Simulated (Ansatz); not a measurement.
# One shape, several levels: N2H (dinitrogen monohydride)

We compute a comparison of 6 runs (UB3LYP/6-31G*, U-wB97M-V/def2-TZVPPD, UB2PLYP/def2-TZVPPD, RPA@PBE/def2-TZVPPD, RPA@PBE0/def2-TZVPPD, UCCSD/def2-TZVPPD) of N2H (dinitrogen monohydride). 

The calculation is run with Ansatz 0.2.0.

29 further runs of the same task are left out: 29 set aside as unsound or not needed.

**1. The system as given**

N2H has 3 atoms, charge 0, and is taken as a doublet. SMILES: `[N]=N`. The N1–N2 distance was set to 2.562 Å, away from the relaxed value. At this shape a bond of the SMILES string is far longer than usual.

Bond lengths: N2–H3 1.057 Å.

**2. A single-point energy at UB3LYP/6-31G(d) (spherical functions) (run 1)**

Input file input.yaml:

```yaml
basis:
  gaussian:
    orbitals: 6-31G_st_-spherical.json
crystal:
  periodic: [false, false, false]
  atoms:
    - {symbol: "N", position_ang: [1.885596, -1.073547, 0.921735]}
    - {symbol: N, position_ang: [-0.268660, -0.217710, -0.170100]}
    - {symbol: H, position_ang: [-0.441870, 0.824430, -0.156080]}
magnetization:
  spin_polarized: true
  initial_magnetization: 1
hamiltonian:
  xc: {name: B3LYP}
accuracy: high
output:
  orbitals: {seedname: orbitals}
```

The basis set 6-31G* is read from a file made from the Basis Set Exchange's data (not shown).

The run is started by

```bash
$ ansatz run input.yaml --threads 1 --pin off --max-ram 3480MiB --events-out events.jsonl --progress --plain --runs-dir runs
```

What it wrote:

```text
Warning: RAYON_NUM_THREADS=1 ignored (pool sized by the plan → 1); use --threads N
Functional definition: B3LYP
  name "B3LYP"
  parameter a0 = 0.2
  parameter ax = 0.72
  parameter ac = 0.81
  exchange = (1 - a0 - ax)*slater_x + ax*b88_x + a0*exact_x
  correlation = (1 - ac)*vwn_rpa_c + ac*lyp_c
545 factors; integrals over basis functions are off by at most 3.0e-9 eV
mean field evaluation 1: about -2958.9151 eV, gradient 6.4e1 eV
mean field evaluation 2: about -2809.7289 eV, gradient 1.4e2 eV
mean field evaluation 4: about -2973.3781 eV, gradient 4.4e1 eV
mean field evaluation 8: about -2987.6655 eV, gradient 3.7e0 eV
mean field evaluation 16: about -2987.9527 eV, gradient 1.2e-3 eV
mean field evaluation 32: about -2987.9543 eV, gradient 8.7e-2 eV
mean field evaluation 64: about -2986.8916 eV, gradient 8.7e-3 eV
mean field -2987.95272669 eV, -109.8052373986 hartree, gradient 4.3e-8 eV, S^2 2.636085; 2 other end points of the search recorded, 0 dependent functions left out
reference -2987.95274872 eV, -109.8052382084 hartree; 8, 7 occupied and 22, 23 virtual orbitals, 545 factors
Total energy: -2987.95274872 eV, -109.8052382084 hartree
```

Run time: 3.6 s. Hardware: 1 thread of Arm Neoverse V1, shared host; peak memory 0.12 GiB.

**3. A single-point energy at U-wB97M-V/def2-TZVPPD (run 2)**

Input file molecule.yaml:

```yaml
crystal:
  periodic: [false, false, false]
  atoms:
    - {symbol: N, position_ang: [1.885596, -1.073547, 0.921735]}
    - {symbol: "N", position_ang: [-0.268660, -0.217710, -0.170100]}
    - {symbol: H, position_ang: [-0.441870, 0.824430, -0.156080]}
basis:
  gaussian:
    orbitals: def2-TZVPPD.json
total_charge: 0
magnetization:
  spin_polarized: true
  initial_magnetization: 1
hamiltonian:
  xc: {name: wB97M-V}
accuracy: high
output: {orbitals: {seedname: orbitals}}
```

The basis set def2-TZVPPD is read from a file made from the Basis Set Exchange's data (not shown).

The run is started by

```bash
$ ansatz run molecule.yaml --threads 1 --pin off --max-ram 3480MiB --events-out events.jsonl --progress --plain --runs-dir runs
```

What it wrote (excerpt; [...] marks lines left out):

```text
Warning: RAYON_NUM_THREADS=1 ignored (pool sized by the plan → 1); use --threads N
Functional definition: wB97M-V
  name "wB97M-V"
[...]
  gx(w, u) = 1 - cx + cx01*u + cx10*w
  gss(w, u) = css00 + css04*u^4 + css10*w + css20*w^2 + css43*w^4*u^3
  gos(w, u) = cos00 + cos10*w + (cos20 + cos21*u)*w^2 + (cos60 + cos61*u)*w^6
[...]
      + integral(e_c_pw_mod_opposite_spin*gos(b97_w_opposite, b97_u_opposite)) + vv10(b, c)
1327 factors; integrals over basis functions are off by at most 3.4e-9 eV
277 factors; integrals over basis functions are off by at most 2.1e-9 eV
[...]
mean field -2988.30831980 eV, -109.8183052046 hartree, gradient 8.1e-8 eV, S^2 2.670230; 2 other end points of the search recorded, 0 dependent functions left out
reference -2988.30832356 eV, -109.8183053427 hartree; 8, 7 occupied and 83, 84 virtual orbitals, 1327 factors
Total energy: -2988.30832356 eV, -109.8183053427 hartree
```

Wall time 85 s (1 thread of Arm Neoverse V1, shared host); peak memory 0.46 GiB.

Runs 3 to 5 aren't shown in full; the table further down has their settings and results.

**4. The energy at UCCSD/def2-TZVPPD (run 6)**

Input file input.yaml:

```yaml
crystal:
  periodic: [false, false, false]
  atoms:
    - symbol: N
      position_ang: [1.885596, -1.073547, 0.921735]
    - symbol: "N"
      position_ang: [-0.268660, -0.217710, -0.170100]
    - symbol: H
      position_ang: [-0.441870, 0.824430, -0.156080]
basis:
  gaussian: {orbitals: def2-TZVPPD.json}
total_charge: 0
magnetization: {spin_polarized: true, initial_magnetization: 1}
correlation: {method: ccsd, frozen_orbitals: {H: 0, "N": 1}}
accuracy: high
scf: {omitted_lower_state_checks: [cluster_reference, increment]}
```

The basis set def2-TZVPPD is read from a file made from the Basis Set Exchange's data (not shown).

The run is started by

```bash
$ ansatz run input.yaml --threads 1 --pin off --max-ram 3480MiB --events-out events.jsonl --progress --plain --runs-dir runs
```

What it wrote:

```text
Warning: RAYON_NUM_THREADS=1 ignored (pool sized by the plan → 1); use --threads N
[... 20 lines left out ...]
2 core orbitals not correlated: weight in the atoms' cores, before any rotation towards them, 1.000 or more for the frozen orbitals, at most 0.000 for the correlated occupied ones
[... 43 lines left out ...]
Total energy: -2983.82440598 eV, -109.6535244108 hartree
Checks for a lower state left out: cluster_reference, increment
```

Run time: 25 s. Hardware: 1 thread of Arm Neoverse V1, shared host; peak memory 0.75 GiB.

**5. All runs side by side**

```
run                                level  frozen core orbitals  energy (Eh)   ⟨S²⟩  wall time
  1  UB3LYP/6-31G* (spherical functions)                     –  -109.805238  2.636      3.6 s
  2                U-wB97M-V/def2-TZVPPD                     –  -109.818305  2.670       85 s
  3                  UB2PLYP/def2-TZVPPD                     2  -109.773812  2.704       14 s
  4                  RPA@PBE/def2-TZVPPD                     2  -109.827480  2.553       13 s
  5                 RPA@PBE0/def2-TZVPPD                     2  -109.794391  2.662       17 s
  6                    UCCSD/def2-TZVPPD                     2  -109.653524  2.746       25 s
```

**6. Summary of results**

```
                                          quantity          value
                               run 6: total energy  -109.65352 Eh
run 6: correlation energy (2 core orbitals frozen)     -271.5 mEh
          run 6: ⟨S²⟩ of the reference determinant          2.746
                              run 6: T1 diagnostic          0.013
```

In words: Totals of different functionals can't be ranked against each other. Spin contamination of the reference: run 6 ⟨S²⟩ = 2.75, run 3 ⟨S²⟩ = 2.70, run 2 ⟨S²⟩ = 2.67, run 5 ⟨S²⟩ = 2.66, run 1 ⟨S²⟩ = 2.64, run 4 ⟨S²⟩ = 2.55. Where it is this large, the reference is a mixture of spin states, and values that rest on it are in doubt. All runs together took 2.6 min, the longest 85 s.
